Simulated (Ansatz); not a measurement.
**Molecular dynamics of AlH$_{3}$O$_{2}$**

The input (input.yaml):

```yaml
crystal:
  periodic: [false, false, false]
  atoms:
    - { symbol: Al, position_ang: [-0.19329, 0.028784, 0.515662] }
    - { symbol: H, position_ang: [1.211274, -0.078227, 1.529738] }
    - { symbol: O, position_ang: [1.626379, -0.04655, 0.237889] }
    - { symbol: H, position_ang: [2.150004, -0.795337, -0.111795] }
    - { symbol: O, position_ang: [-1.08051, -0.43273, -0.87403] }
    - { symbol: H, position_ang: [-2.040057, -0.474538, -0.941463] }
basis:
  gaussian: { orbitals: def2-mTZVP }
hamiltonian:
  xc: b3lyp
md:
  timestep: 0.5
  n_steps: 200
  ensemble: nve
  temperature: 300.0
  initial_velocities: maxwell_boltzmann
  seed: 5547
```

Command:

```bash
$ ansatz run input.yaml --threads 1 --pin off --max-ram 2048MiB --backend cpu --events-out ev --progress --plain --runs-dir out
```

It starts at the highest image of a converged band. Of that band: Neighbouring images differ by up to 1.2 eV, so the band resolves the path poorly. A vibrational analysis at the climbing image gives one clearly imaginary mode, 1478i cm⁻¹: a first-order saddle point.

Output, in part (one step line in 3, the closing report, with atoms numbered from 0):

```
md step     0: t =     0.00 fs  T =   300.0 K  F+E_penalty+E_count = -10742.06534597 eV  E_kin = 0.155112 eV  conserved = -10741.91023397 eV  (26 SCF iters)
md step     3: t =     1.50 fs  T =   283.4 K  F+E_penalty+E_count = -10742.05655848 eV  E_kin = 0.146513 eV  conserved = -10741.91004499 eV  (30 SCF iters)
md step     6: t =     3.00 fs  T =   269.1 K  F+E_penalty+E_count = -10742.04913069 eV  E_kin = 0.139134 eV  conserved = -10741.90999620 eV  (30 SCF iters)
md step     9: t =     4.50 fs  T =   275.9 K  F+E_penalty+E_count = -10742.05262503 eV  E_kin = 0.142672 eV  conserved = -10741.90995323 eV  (30 SCF iters)
md step    12: t =     6.00 fs  T =   324.4 K  F+E_penalty+E_count = -10742.07741518 eV  E_kin = 0.167747 eV  conserved = -10741.90966868 eV  (30 SCF iters)
md step    15: t =     7.50 fs  T =   482.0 K  F+E_penalty+E_count = -10742.15882818 eV  E_kin = 0.249239 eV  conserved = -10741.90958962 eV  (30 SCF iters)
md step    18: t =     9.00 fs  T =   781.7 K  F+E_penalty+E_count = -10742.31365590 eV  E_kin = 0.404179 eV  conserved = -10741.90947668 eV  (30 SCF iters)
md step    21: t =    10.50 fs  T =  1267.5 K  F+E_penalty+E_count = -10742.56456979 eV  E_kin = 0.655332 eV  conserved = -10741.90923740 eV  (31 SCF iters)
md step    24: t =    12.00 fs  T =  1999.8 K  F+E_penalty+E_count = -10742.94355994 eV  E_kin = 1.033964 eV  conserved = -10741.90959643 eV  (30 SCF iters)
md step    27: t =    13.50 fs  T =  2914.7 K  F+E_penalty+E_count = -10743.41736724 eV  E_kin = 1.507022 eV  conserved = -10741.91034540 eV  (30 SCF iters)
md step    30: t =    15.00 fs  T =  3848.6 K  F+E_penalty+E_count = -10743.90131034 eV  E_kin = 1.989872 eV  conserved = -10741.91143827 eV  (29 SCF iters)
md step    33: t =    16.50 fs  T =  4569.2 K  F+E_penalty+E_count = -10744.27496569 eV  E_kin = 2.362479 eV  conserved = -10741.91248707 eV  (27 SCF iters)
md step    36: t =    18.00 fs  T =  4872.9 K  F+E_penalty+E_count = -10744.43197773 eV  E_kin = 2.519494 eV  conserved = -10741.91248414 eV  (27 SCF iters)
md step    39: t =    19.50 fs  T =  4779.8 K  F+E_penalty+E_count = -10744.38319798 eV  E_kin = 2.471341 eV  conserved = -10741.91185672 eV  (28 SCF iters)
md step    42: t =    21.00 fs  T =  4440.1 K  F+E_penalty+E_count = -10744.20715616 eV  E_kin = 2.295709 eV  conserved = -10741.91144728 eV  (28 SCF iters)
md step    45: t =    22.50 fs  T =  3965.8 K  F+E_penalty+E_count = -10743.96136438 eV  E_kin = 2.050454 eV  conserved = -10741.91091020 eV  (28 SCF iters)
md step    48: t =    24.00 fs  T =  3477.9 K  F+E_penalty+E_count = -10743.70879891 eV  E_kin = 1.798193 eV  conserved = -10741.91060568 eV  (28 SCF iters)
md step    51: t =    25.50 fs  T =  3046.6 K  F+E_penalty+E_count = -10743.48577775 eV  E_kin = 1.575211 eV  conserved = -10741.91056718 eV  (29 SCF iters)
md step    54: t =    27.00 fs  T =  2686.6 K  F+E_penalty+E_count = -10743.29942435 eV  E_kin = 1.389079 eV  conserved = -10741.91034539 eV  (28 SCF iters)
md step    57: t =    28.50 fs  T =  2438.5 K  F+E_penalty+E_count = -10743.17125421 eV  E_kin = 1.260788 eV  conserved = -10741.91046592 eV  (29 SCF iters)
md step    60: t =    30.00 fs  T =  2277.2 K  F+E_penalty+E_count = -10743.08828899 eV  E_kin = 1.177401 eV  conserved = -10741.91088817 eV  (28 SCF iters)
md step    63: t =    31.50 fs  T =  2120.5 K  F+E_penalty+E_count = -10743.00763292 eV  E_kin = 1.096405 eV  conserved = -10741.91122803 eV  (29 SCF iters)
md step    66: t =    33.00 fs  T =  1906.8 K  F+E_penalty+E_count = -10742.89753615 eV  E_kin = 0.985869 eV  conserved = -10741.91166743 eV  (30 SCF iters)
md step    69: t =    34.50 fs  T =  1585.5 K  F+E_penalty+E_count = -10742.73124884 eV  E_kin = 0.819774 eV  conserved = -10741.91147449 eV  (29 SCF iters)
md step    72: t =    36.00 fs  T =  1305.2 K  F+E_penalty+E_count = -10742.58436180 eV  E_kin = 0.674839 eV  conserved = -10741.90952292 eV  (28 SCF iters)
md step    75: t =    37.50 fs  T =  1630.9 K  F+E_penalty+E_count = -10742.75091930 eV  E_kin = 0.843249 eV  conserved = -10741.90767026 eV  (30 SCF iters)
md step    78: t =    39.00 fs  T =  2881.2 K  F+E_penalty+E_count = -10743.40199926 eV  E_kin = 1.489683 eV  conserved = -10741.91231661 eV  (29 SCF iters)
md step    81: t =    40.50 fs  T =  4027.4 K  F+E_penalty+E_count = -10743.99776983 eV  E_kin = 2.082344 eV  conserved = -10741.91542535 eV  (28 SCF iters)
md step    84: t =    42.00 fs  T =  4255.2 K  F+E_penalty+E_count = -10744.11357559 eV  E_kin = 2.200109 eV  conserved = -10741.91346632 eV  (28 SCF iters)
md step    87: t =    43.50 fs  T =  3867.1 K  F+E_penalty+E_count = -10743.91077032 eV  E_kin = 1.999435 eV  conserved = -10741.91133514 eV  (28 SCF iters)
md step    90: t =    45.00 fs  T =  3345.0 K  F+E_penalty+E_count = -10743.63979013 eV  E_kin = 1.729484 eV  conserved = -10741.91030602 eV  (28 SCF iters)
md step    93: t =    46.50 fs  T =  2938.5 K  F+E_penalty+E_count = -10743.42943334 eV  E_kin = 1.519310 eV  conserved = -10741.91012371 eV  (27 SCF iters)
md step    96: t =    48.00 fs  T =  2702.0 K  F+E_penalty+E_count = -10743.30713135 eV  E_kin = 1.397026 eV  conserved = -10741.91010490 eV  (28 SCF iters)
md step    99: t =    49.50 fs  T =  2646.7 K  F+E_penalty+E_count = -10743.27849093 eV  E_kin = 1.368472 eV  conserved = -10741.91001924 eV  (29 SCF iters)
md step   102: t =    51.00 fs  T =  2793.6 K  F+E_penalty+E_count = -10743.35448818 eV  E_kin = 1.444395 eV  conserved = -10741.91009296 eV  (28 SCF iters)
md step   105: t =    52.50 fs  T =  3123.8 K  F+E_penalty+E_count = -10743.52542234 eV  E_kin = 1.615155 eV  conserved = -10741.91026759 eV  (27 SCF iters)
md step   108: t =    54.00 fs  T =  3585.7 K  F+E_penalty+E_count = -10743.76464805 eV  E_kin = 1.853968 eV  conserved = -10741.91068004 eV  (27 SCF iters)
md step   111: t =    55.50 fs  T =  4059.8 K  F+E_penalty+E_count = -10744.01117982 eV  E_kin = 2.099088 eV  conserved = -10741.91209209 eV  (28 SCF iters)
md step   114: t =    57.00 fs  T =  4209.9 K  F+E_penalty+E_count = -10744.09114446 eV  E_kin = 2.176700 eV  conserved = -10741.91444443 eV  (27 SCF iters)
md step   117: t =    58.50 fs  T =  3577.7 K  F+E_penalty+E_count = -10743.76368411 eV  E_kin = 1.849819 eV  conserved = -10741.91386503 eV  (27 SCF iters)
md step   120: t =    60.00 fs  T =  2517.8 K  F+E_penalty+E_count = -10743.20882850 eV  E_kin = 1.301814 eV  conserved = -10741.90701435 eV  (27 SCF iters)
md step   123: t =    61.50 fs  T =  2407.3 K  F+E_penalty+E_count = -10743.15367191 eV  E_kin = 1.244669 eV  conserved = -10741.90900290 eV  (28 SCF iters)
md step   126: t =    63.00 fs  T =  2920.3 K  F+E_penalty+E_count = -10743.42336951 eV  E_kin = 1.509932 eV  conserved = -10741.91343703 eV  (28 SCF iters)
md step   129: t =    64.50 fs  T =  3004.9 K  F+E_penalty+E_count = -10743.46613474 eV  E_kin = 1.553641 eV  conserved = -10741.91249326 eV  (30 SCF iters)
md step   132: t =    66.00 fs  T =  2695.2 K  F+E_penalty+E_count = -10743.30441869 eV  E_kin = 1.393544 eV  conserved = -10741.91087440 eV  (27 SCF iters)
md step   135: t =    67.50 fs  T =  2338.9 K  F+E_penalty+E_count = -10743.11944256 eV  E_kin = 1.209295 eV  conserved = -10741.91014719 eV  (30 SCF iters)
md step   138: t =    69.00 fs  T =  2114.8 K  F+E_penalty+E_count = -10743.00347871 eV  E_kin = 1.093445 eV  conserved = -10741.91003420 eV  (30 SCF iters)
md step   141: t =    70.50 fs  T =  2057.8 K  F+E_penalty+E_count = -10742.97393661 eV  E_kin = 1.063984 eV  conserved = -10741.90995232 eV  (29 SCF iters)
md step   144: t =    72.00 fs  T =  2183.1 K  F+E_penalty+E_count = -10743.03876358 eV  E_kin = 1.128743 eV  conserved = -10741.91002105 eV  (29 SCF iters)
md step   147: t =    73.50 fs  T =  2479.1 K  F+E_penalty+E_count = -10743.19195503 eV  E_kin = 1.281785 eV  conserved = -10741.91016998 eV  (29 SCF iters)
md step   150: t =    75.00 fs  T =  2921.2 K  F+E_penalty+E_count = -10743.42069538 eV  E_kin = 1.510376 eV  conserved = -10741.91031974 eV  (29 SCF iters)
md step   153: t =    76.50 fs  T =  3469.5 K  F+E_penalty+E_count = -10743.70502352 eV  E_kin = 1.793851 eV  conserved = -10741.91117264 eV  (29 SCF iters)
md step   156: t =    78.00 fs  T =  3916.8 K  F+E_penalty+E_count = -10743.93809957 eV  E_kin = 2.025131 eV  conserved = -10741.91296902 eV  (27 SCF iters)
md step   159: t =    79.50 fs  T =  3863.9 K  F+E_penalty+E_count = -10743.91189045 eV  E_kin = 1.997808 eV  conserved = -10741.91408269 eV  (27 SCF iters)
md step   162: t =    81.00 fs  T =  3180.6 K  F+E_penalty+E_count = -10743.55474046 eV  E_kin = 1.644516 eV  conserved = -10741.91022398 eV  (27 SCF iters)
md step   165: t =    82.50 fs  T =  2720.4 K  F+E_penalty+E_count = -10743.31429980 eV  E_kin = 1.406569 eV  conserved = -10741.90773047 eV  (27 SCF iters)
md step   168: t =    84.00 fs  T =  2967.7 K  F+E_penalty+E_count = -10743.44614150 eV  E_kin = 1.534417 eV  conserved = -10741.91172454 eV  (27 SCF iters)
md step   171: t =    85.50 fs  T =  3147.2 K  F+E_penalty+E_count = -10743.53981619 eV  E_kin = 1.627240 eV  conserved = -10741.91257614 eV  (26 SCF iters)
md step   174: t =    87.00 fs  T =  2943.0 K  F+E_penalty+E_count = -10743.43301519 eV  E_kin = 1.521661 eV  conserved = -10741.91135420 eV  (27 SCF iters)
md step   177: t =    88.50 fs  T =  2579.2 K  F+E_penalty+E_count = -10743.24404763 eV  E_kin = 1.333561 eV  conserved = -10741.91048641 eV  (28 SCF iters)
md step   180: t =    90.00 fs  T =  2259.7 K  F+E_penalty+E_count = -10743.07855169 eV  E_kin = 1.168359 eV  conserved = -10741.91019248 eV  (29 SCF iters)
md step   183: t =    91.50 fs  T =  2068.8 K  F+E_penalty+E_count = -10742.97957502 eV  E_kin = 1.069655 eV  conserved = -10741.90991972 eV  (29 SCF iters)
md step   186: t =    93.00 fs  T =  2073.0 K  F+E_penalty+E_count = -10742.98162105 eV  E_kin = 1.071815 eV  conserved = -10741.90980583 eV  (28 SCF iters)
md step   189: t =    94.50 fs  T =  2303.3 K  F+E_penalty+E_count = -10743.10075699 eV  E_kin = 1.190896 eV  conserved = -10741.90986062 eV  (29 SCF iters)
md step   192: t =    96.00 fs  T =  2750.9 K  F+E_penalty+E_count = -10743.33230065 eV  E_kin = 1.422336 eV  conserved = -10741.90996477 eV  (29 SCF iters)
md step   195: t =    97.50 fs  T =  3381.3 K  F+E_penalty+E_count = -10743.65890160 eV  E_kin = 1.748269 eV  conserved = -10741.91063275 eV  (27 SCF iters)
md step   198: t =    99.00 fs  T =  4028.7 K  F+E_penalty+E_count = -10743.99499861 eV  E_kin = 2.082982 eV  conserved = -10741.91201627 eV  (28 SCF iters)
md step   200: t =   100.00 fs  T =  4311.8 K  F+E_penalty+E_count = -10744.14230180 eV  E_kin = 2.229383 eV  conserved = -10741.91291930 eV  (26 SCF iters)
Total energy: -10744.14253534 eV, -394.8399555324 hartree
Atom 0 at    -0.065284    -0.044316     0.574391 Å, force    -0.797814     1.343902    -2.975443 eV/Å
Atom 1 at    -0.732758     1.053062     1.629400 Å, force     0.457933    -1.210274    -0.235175 eV/Å
Atom 2 at     1.612319     0.078151     0.095537 Å, force    -0.848814    -0.273345     0.562295 eV/Å
Atom 3 at     2.081471     0.769879    -0.391081 Å, force    -0.266553    -0.217816     0.250291 eV/Å
Atom 4 at    -1.212522    -0.617801    -0.772956 Å, force     1.184225     0.701181     1.694230 eV/Å
Atom 5 at    -1.135439    -0.256145    -1.678689 Å, force     0.271023    -0.343649     0.703802 eV/Å
Dipole moment:     0.181532     0.161863     0.041164 e Å
```

The run went to its last step. The conserved energy stayed within 0.87 meV per atom of its start (net change -0.45 meV per atom), so the integration is sound. The kinetic energy rose, since the run started high on the potential surface and went downhill. A run of 0.1 ps of so small a system gives no equilibrium averages. The orbitals stay closed-shell, which can raise the energy where a bond breaks towards radicals; this wasn't checked here.

Between its relaxed ends the band would form H2–O3 and break Al1–H2. These pairs go: H2–O3 1.36 → 2.97 Å, Al1–H2 1.74 → 1.66 Å. In the last frame they stand as before the step (other bonds may differ from the relaxed reactants and products). These pairs come and go: their bonding changes 8 times, last at 98 of 100 fs, so the outcome isn't settled. It ends as one piece, AlH3O2. Pairs count as bonded within 1.25 times the sum of covalent radii (0.12 Å more for H–H).

Last frame:

```xyz
6
Properties=species:S:1:pos:R:3
Al -0.065 -0.044 0.574
H -0.733 1.053 1.629
O 1.612 0.078 0.096
H 2.082 0.770 -0.391
O -1.212 -0.618 -0.773
H -1.135 -0.256 -1.679
```

Time of the run: 5 min on 1 thread of Arm Neoverse V2, on a shared host, peak memory 0.13 GiB.
